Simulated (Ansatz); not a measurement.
Basis-set extrapolation for `CC(O)CO` (PBE0-D4/def2-TZVP geometry, frozen core, Ansatz 0.2.0). Multiplicity 1, RHF reference.

|  | def2-TZVPP | def2-QZVPP |
| --- | --- | --- |
| HF | -268.091716 | -268.104538 |
| MP2 correlation | -1.006836 | -1.079632 |
| CCSD(T) correlation | -1.082324 | not run |

Energies in hartree. Use E(X) = E(∞) + A·exp(−7.88·√X) for Hartree–Fock and E(X) = E(∞) + B·X^(−2.97) for correlation, with X = 3 and 4, and add CCSD(T) minus MP2 of the smaller set to the MP2 limit.

Problem. What is the CCSD(T) energy at the basis-set limit?

Solution. HF limit: -268.104538 + (-0.012822) × 0.13774 = -268.10630. MP2 limit: -1.079632 + (-0.072796) × 0.74074 = -1.13355. Higher-order term: -1.082324 − (-1.006836) = -0.07549. Total: -269.31534 hartree, 371.0 kJ/mol below CCSD(T)/def2-TZVPP.
